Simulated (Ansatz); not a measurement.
SiCl4, singlet in 6-31G*: errors against RCCSDT(Q)

Geometry: MP2(full)/6-31G*, from the G2/97 set.

```yaml
atoms:
  - { symbol: Si, position_ang: [0.0000, 0.0000, 0.0000] }
  - { symbol: Cl, position_ang: [1.1693, 1.1693, 1.1693] }
  - { symbol: Cl, position_ang: [-1.1693, -1.1693, 1.1693] }
  - { symbol: Cl, position_ang: [1.1693, -1.1693, -1.1693] }
  - { symbol: Cl, position_ang: [-1.1693, 1.1693, -1.1693] }
```

Basis 6-31G* (Cartesian d functions); Ansatz 0.2.0. Only valence electrons are correlated (noble-gas cores frozen), which leaves 32 electrons in 70 orbitals. R marks a restricted (for open shells ROHF) determinant. Active spaces: frontier = (8e, 8o) about the gap.

Full CI isn't at hand for all of this; RCCSDT(Q) serves as the reference, and is uncertain by about the last step of the cluster series.

The UHF ⟨S²⟩ is 0.000. The T1 diagnostic (RCCSD) is 0.0088. The largest doubles amplitude (RCCSD) is 0.021.

```tsv
level	E − E(RHF) (eV)
RMP2	-16.1268
RCCSD	-17.4444
RCCSD(T)	-17.9035
```

Question: Estimate how far RCCSDT(Q) in 6-31G* lies from RCCSD(T). The table doesn't fix it; the size of (T) and the diagnostics are the guide.

Answer: RCCSDT(Q) in 6-31G* lies 5.6 kJ/mol below RCCSD(T), which is 13 % of the (T) step (-44.3 kJ/mol). The diagnostics are small and the rest is a small part of (T), but (T) is large here. The miss exceeds 1 kcal/mol.

The other levels:

| level | E − E(RCCSDT(Q)) (kJ/mol) | share of correlation (%) | wall time |
| --- | --- | --- | --- |
| CISD | 322.4 | 81.39 | 52 s |
| BCCD(T) | 5.2 | 99.70 | 6 s |
| RCCSDT | 2.6 | 99.85 | – |
| CASSCF (frontier space) | 1618.5 | 6.61 | – |
| NEVPT2 (frontier space) | 181.2 | 89.54 | 17 s (H100) |
| MRCISD (frontier space) | 284.8 | 83.57 | – |
| MRCISD+Q (frontier space) | 58.1 | 96.65 | 18 s (H100) |
| MRCISD+Q(relaxed) (frontier space) | 55.4 | 96.80 | 14 s (H100) |

The correlation energy at RCCSDT(Q), counted from RHF, is -17.962 eV. That run took 29 s on 5 threads of AMD EPYC 7R13 with a whole H100 80 GB, shared host.

Times hold each run's SCF and search for its determinant on a shared host, so for small cases they say little of a method's own cost; rows without a card ran on 1 thread of AMD EPYC 7R13.

Atomization energy (electronic, same basis, no zero-point term; atoms at the same level, unrestricted beside the R rows where the molecule is a closed shell, with restricted open-shell steps beyond CCSDT(Q)) at RCCSDT(Q): 1402.6 kJ/mol. Errors of other levels:

```
   level  error (kJ/mol)
     RHF          -291.5
    RMP2            61.7
    CISD          -263.2
   RCCSD           -27.6
RCCSD(T)            -1.4
 BCCD(T)            -0.8
  RCCSDT            -1.7
```

This basis is far from its limit, so the value isn't to be set against a measured one. Truncated CI isn't size-consistent, which counts against it in atomization.
